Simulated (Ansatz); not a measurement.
How far a parabola holds: energy against volume of fcc Ag

Results of RPBE (plane waves, PAW; Ansatz, a program for electronic structure) for fcc Ag. Settings: plane-wave cutoff 520 eV, 24×24×24 k mesh, Fermi–Dirac smearing 0.05 eV, no spin polarisation, scalar-relativistic PAW data made under PBE. The cell has no free parameter but its volume, all volumes share cutoff and mesh, and the runs aren't spin-polarised. Energies are free energies at the run's smearing, counted from the lowest row; static lattice.

```
V (Å³/atom)  E (meV/atom)
-----------  ------------
17.881               8.48
18.254               2.22
18.626               0.00
18.999               1.29
19.371               5.64
19.744                  ?
```

Q: Fit E against V with a parabola, and predict the withheld value at V = 19.744.

A: With u = V - 18.6, the rows have u = -0.7190, -0.3460, 0.0260, 0.3990, 0.7710. Least squares gives E = 0.048 - 2.4390·u + 12.7301·u². Residuals (row less fit): 0.097, -0.196, 0.007, 0.189, -0.095; standard error 0.215 (degrees of freedom: 2). The fitted curve has its minimum at V = 18.7, where E = -0.07. Its curvature is d²E/dV² = 2 × 12.7301 meV/Å⁶, so B = V0·d²E/dV² × 0.1602 = 76.3 GPa. At the withheld row, u = 1.1440, so E = 0.048 - 2.4390 × 1.1440 + 12.7301 × 1.1440² = 13.918 meV/atom. The calculation gives 12.63 meV/atom, 1.288 meV/atom below the prediction (10.2 % of the range of E in the table). The row lies outside the fitted rows, so this is an extrapolation. From the scatter of the fitted rows alone, a prediction at this place has a standard error of 0.509 meV/atom, so the miss is 2.5 times that.

The residuals are curvature that a parabola lacks, not noise. A solid that stiffens under compression and softens on expansion lies above the parabola at the compressed end and under it at the expanded end, as this row does. A third-order Birch-Murnaghan fit to the whole scan has B0 = 74.4 GPa. Only scans are tabulated whose curvature falls smoothly with volume, and where the parabola meets the shown rows within 5 % of their range and misses the end by 0.1 meV or more.

Measured, for comparison: bulk modulus 110 GPa (corrected for temperature and zero-point phonon effects, sources range from 104 to 111; as tabulated in Levämäki et al. (2014), arXiv:1402.3671). Computed less measured: bulk modulus -32 % (-28 % to -33 % over the range).
